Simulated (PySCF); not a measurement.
Delta-SCF ions had no search for a lower state. Excitations are Tamm–Dancoff values on a coarser integration grid. The basis has no diffuse functions, so Rydberg states are missing or too high.

Z-matrix (Å, degrees):
```
O
C 1 1.3910
C 1 1.3910 2 113.07
H 2 1.0993 1 108.14 3 180.00
H 3 1.0993 1 108.14 2 -180.00
H 3 1.1096 5 108.36 1 121.80
H 2 1.1096 4 108.36 1 -121.80
H 2 1.1096 4 108.36 7 -116.41
H 3 1.1096 5 108.36 6 116.41
```
Charge 0, multiplicity 1.

Problem. Estimate the HOMO–LUMO gap, vertical ionisation energy (Delta-SCF), brightest of the four lowest singlets (TDA), HOMO and S1 excitation (TDA) that PBE-D3(BJ)/def2-TZVP // PBE0-D3(BJ)/def2-SVP in PySCF returns for this input.

Solution. 
* **HOMO–LUMO gap**: 6.40 eV
* **vertical ionisation energy (Delta-SCF)**: 9.71 eV
* **brightest of the four lowest singlets (TDA)**: 6.48 eV
* **HOMO**: -5.85 eV
* **S1 excitation (TDA)**: 6.48 eV
